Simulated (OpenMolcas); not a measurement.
# C3H4O (methylketene): levels of theory compared

We compute a comparison of 6 runs (HF/3-21G, B2PLYP/cc-pVDZ, r2SCAN/cc-pVDZ, revPBE/cc-pVDZ, MP2/cc-pVDZ, CCSD(T)/cc-pVDZ) of C3H4O (methylketene). 

The results are computed with OpenMolcas 26.06.

## Step 1: The structure to begin with

C3H4O has 8 atoms, charge 0, and is taken as a singlet. As SMILES, `CC=C=O`. The coordinates come from a PBE0-D4/def2-TZVP relaxation.

Bond lengths: C1–C2 1.502 Å, C2–C3 1.308 Å, C3–O4 1.160 Å, C1–H5 1.093 Å, C1–H6 1.093 Å, C1–H7 1.090 Å, C2–H8 1.084 Å. Angles: C1–C2–C3 123.5°, C2–C3–O4 179.9°, C1–C2–H8 121.0°, C3–C2–H8 115.6°, C2–C1–H5 111.1°, C2–C1–H6 111.1°, C2–C1–H7 111.3°, H5–C1–H6 107.9°, H5–C1–H7 107.7°, H6–C1–H7 107.7°.

## Step 2: Energy and gradient at HF/3-21G (run 1)

Input file calc.input:

```
>>> EXPORT MOLCAS_PRINT=2

&GATEWAY
 BASLIB = $CurrDir
 BASISSET
 C.3-21G....
 C1 -0.527260 0.797080 -0.183660 angstrom
 C2 -0.086970 -0.563690 0.274760 angstrom
 C3 1.122630 -1.027770 0.097370 angstrom
 End of Basis
 BASISSET
 O.3-21G....
 O4 2.196540 -1.437400 -0.061070 angstrom
 End of Basis
 BASISSET
 H.3-21G....
 H5 -1.351730 0.723880 -0.897750 angstrom
 H6 -0.866500 1.405090 0.659100 angstrom
 H7 0.287360 1.332930 -0.671970 angstrom
 H8 -0.774070 -1.230150 0.783200 angstrom
 End of Basis

&SEWARD

&SCF
 THRESHOLDS = 1e-10 1e-07 1e-07 1e-05
 PRORBITALS = 0

&ALASKA
```

The basis set 3-21G is read from a file made from the Basis Set Exchange's data (not shown).

Launch:

```bash
export MOLCAS_MEM=1860
pymolcas calc.input > calc.log
```

The log of the run:

```text
--- Start Module: gateway ---
[...]
--- Stop Module: gateway /rc=_RC_ALL_IS_WELL_ ---
[...]
      Basis functions           44
[...]
--- Start Module: scf ---
[...]
       Convergence after  14 Iterations
[...]
::    Total SCF energy                               -189.6941840158
[...]
      Total spin, S                                     0.0000000000
[...]
      Total electronic charge=   30.000000
      Total            charge=   -0.000000
[...]
      Dipole Moment (debye):
      Origin of the operator (angstrom)=    0.6873   -0.5404    0.0206
                   X= -1.8645E+00               Y=  8.8222E-01               Z=  1.9981E-01           Total=  2.0724E+00
      Quadrupole Moment (debye*angstrom):
[...]
 *              Molecular gradients               *
 **************************************************
  Irreducible representation: a
 ------------------------------------------------------------------------------------------
                              X                       Y                       Z
 ------------------------------------------------------------------------------------------
  C1                5.41163936355638E-03   -1.29135643037728E-02    3.95308338691375E-03
  C2               -1.30320072527272E-02    1.97911743907881E-02   -4.55732249691576E-03
  C3                2.41838153940428E-02   -1.02045827234254E-02   -3.14910383035882E-03
  O4               -1.04015820549961E-02    4.14995759262737E-03    1.45370868484207E-03
  H5               -4.56949058670597E-03    1.20953818736357E-04   -3.87977719097288E-03
  H6               -2.03650508241149E-03    3.68214548343393E-03    4.27203622310501E-03
  H7                3.95475578609239E-03    2.07475283127945E-03   -2.13650669072685E-03
  H8               -3.51062556683290E-03   -6.70083708966995E-03    4.04388191411775E-03
[...]
```

It took 1.9 s on 1 thread of Arm Neoverse V2, shared host; peak memory 0.38 GiB.

## Step 3: The energy at B2PLYP/cc-pVDZ (run 2)

Input file test.inp:

```
* C3H4O Kohn-Sham DFT
>>> EXPORT MOLCAS_PRINT=2

&GATEWAY
  BASLIB = $CurrDir
  COORD
  8
  angstrom
  C       -0.527260       0.797080      -0.183660
  C       -0.086970      -0.563690       0.274760
  C        1.122630      -1.027770       0.097370
  O        2.196540      -1.437400      -0.061070
  H       -1.351730       0.723880      -0.897750
  H       -0.866500       1.405090       0.659100
  H        0.287360       1.332930      -0.671970
  H       -0.774070      -1.230150       0.783200
  BASIS = cc-pVDZ
  GROUP = NoSym

&SEWARD
  GRIDINPUT
  Grid=UltraFine
  End of Grid

&SCF
  KSDFT = B2PLYP_SCF
  THRESHOLDS = 1e-10 1e-07 1e-07 1e-05
  PRORBITALS = 1 1

&MBPT2
  FROZEN = 4
```

The basis set cc-pVDZ is read from a file made from the Basis Set Exchange's data (not shown).

Launch:

```bash
export MOLCAS_MEM=1860
pymolcas test.inp > test.log
```

The log of the run:

```text
--- Start Module: gateway ---
[...]
--- Stop Module: gateway /rc=_RC_ALL_IS_WELL_ ---
[...]
      Basis functions           76
[...]
--- Start Module: scf ---
[...]
       Convergence after  14 Iterations
[...]
::    Total KS-DFT energy                            -191.5370865622
[...]
      Total spin, S                                     0.0000000000
[...]
      Total electronic charge=   30.000000
      Total            charge=   -0.000000
[...]
      Dipole Moment (debye):
      Origin of the operator (angstrom)=    0.6873   -0.5404    0.0206
                   X= -1.5732E+00               Y=  7.6573E-01               Z=  1.5914E-01           Total=  1.7569E+00
      Quadrupole Moment (debye*angstrom):
[...]
--- Stop Module: scf /rc=_RC_ALL_IS_WELL_ ---
[...]
--- Start Module: mbpt2 ---
[...]
 ###    WARNING: MP2 implementation intended for RHF references only         ###
 ###############################################################################
MBPT2 WARNING: Reference function according to RunFile:KS-DFT
I'll assume you know what you're doing and continue
WARNING!
Default frozen orbitals as non valence orbitals is overwritten by user input.
Default values:   4
[...]
       Reference weight ( Cref**2 )         =        0.76308
::    Total MBPT2 energy                             -192.2527623937
[...]
      Total MBPT2 calculations                           0.15      0.16
--- Stop Module: mbpt2 /rc=_RC_ALL_IS_WELL_ ---
[...]
```

Wall time 21 s (1 thread of Arm Neoverse V2, shared host); peak memory 0.43 GiB.

Runs 3 to 5 aren't shown in full; the table further down has their settings and results.

## Step 4: A single-point energy at CCSD(T)/cc-pVDZ (run 6)

Input file job.inp:

```
* C3H4O CCSD(T)

&gateway
  baslib = $CurrDir
  coord
  8
  angstrom
  C       -0.527260       0.797080      -0.183660
  C       -0.086970      -0.563690       0.274760
  C        1.122630      -1.027770       0.097370
  O        2.196540      -1.437400      -0.061070
  H       -1.351730       0.723880      -0.897750
  H       -0.866500       1.405090       0.659100
  H        0.287360       1.332930      -0.671970
  H       -0.774070      -1.230150       0.783200
  basis = cc-pVDZ
  group = NoSym

&seward

&scf
  thresholds = 1e-10 1e-07 1e-07 1e-05
  prorbitals = 1 2

&rasscf
  fileorb = $Project.ScfOrb
  spin = 1
  nactel = 0 0 0
  inactive = 15
  ras2 = 0
  outorbitals = Canonical
  orblisting = Nothing

&motra
  jobiph
  frozen = 4

&ccsdt
  cct
  triples = 2
  iterations = 80
  accuracy = 1e-08
  extrapolation = 5 4
```

The basis set cc-pVDZ is read from a file made from the Basis Set Exchange's data (not shown).

Launch:

```bash
export MOLCAS_MEM=1860
pymolcas job.inp > job.log
```

The log of the run:

```text
--- Start Module: gateway ---
[...]
--- Stop Module: gateway /rc=_RC_ALL_IS_WELL_ ---
[...]
      Basis functions           76
[...]
       Convergence after  17 Iterations
[...]
::    Total SCF energy                               -190.7769569524
[...]
      Total spin, S                                     0.0000000000
[...]
      Number of active orbitals                  0
[...]
      Spin quantum number                      0.0
[...]
      Active orbitals                            0
[...]
      Number of CSFs                             1
[...]
      Number of root(s) required                 1
[...]
      Convergence after  4 iterations
[...]
      Natural orbitals and occupation numbers for root  1
      ************************************************************************************************************************
      *                                                    Final results                                                     *
      ************************************************************************************************************************
[...]
::    RASSCF root number  1 Total energy:   -190.77695695
[...]
      Total electronic charge=   30.000000
      Total            charge=   -0.000000
[...]
      Dipole Moment (debye):
      Origin of the operator (angstrom)=    0.6873   -0.5404    0.0206
                   X= -1.7797E+00               Y=  8.5490E-01               Z=  1.8503E-01           Total=  1.9830E+00
      Quadrupole Moment (debye*angstrom):
[...]
--- Start Module: motra ---
[...]
--- Stop Module: motra /rc=_RC_ALL_IS_WELL_ ---
--- Start Module: ccsdt ---
[...]
      Convergence after                    18  Iterations
      Total energy (diff) :    -191.38309514      -0.00000001
[...]
 METHOD                       : CCSD+T(CCSD)+<T3(1)WT1> = CCSD(T)
[...]
       CCSD     =      -191.3830951420044
[...]
```

It took 38 s on 1 thread of Arm Neoverse V2, shared host; peak memory 0.43 GiB.

## Step 5: All runs side by side

```csv
run,level,task,frozen core orbitals,energy (Eh),dipole moment (D) of the reference,HOMO energy (eV),LUMO energy (eV),wall time
1,HF/3-21G,gradient,–,-189.694184,2.07,-9.16,3.92,1.9 s
2,B2PLYP/cc-pVDZ,energy,4,-191.730319,1.76,-7.44,1.06,21 s
3,r2SCAN/cc-pVDZ,gradient,–,-191.818172,1.62,-5.39,-1.47,39 s
4,revPBE/cc-pVDZ,gradient,–,-191.874934,1.45,-5.04,-1.59,29 s
5,MP2/cc-pVDZ,energy,4,-191.354720,1.98,-9.29,3.68,4.5 s
6,CCSD(T)/cc-pVDZ,energy,4,-191.404847,1.98,-9.29,3.68,38 s
```

## Step 6: Outcome

| quantity | value |
| --- | --- |
| run 6: total energy | -191.40485 Eh |
| run 6: dipole moment (mean-field density) | 1.98 D |
| run 6: HOMO energy (Hartree–Fock orbitals) | -9.29 eV |
| run 6: LUMO energy (Hartree–Fock orbitals) | 3.68 eV |
| run 6: HOMO–LUMO gap (Hartree–Fock orbitals) | 12.97 eV |
| run 6: correlation energy (4 core orbitals frozen) | -627.9 mEh |
| run 6: (T) correction | -21.75 mEh |

Over runs 1, 2, 3, 4 the dipole moment (its size) runs from 1.45 D (revPBE/cc-pVDZ) to 2.07 D (HF/3-21G). The two ends differ in method and basis. Over runs 1, 2, 3, 4 the HOMO–LUMO gap runs from 3.46 eV (revPBE/cc-pVDZ) to 13.08 eV (HF/3-21G). For B2PLYP the log adds the whole second-order term; the table takes 0.27 of it, as the functional is defined. Totals of different functionals can't be ranked against each other. All runs together took 2.2 min, the longest 39 s.
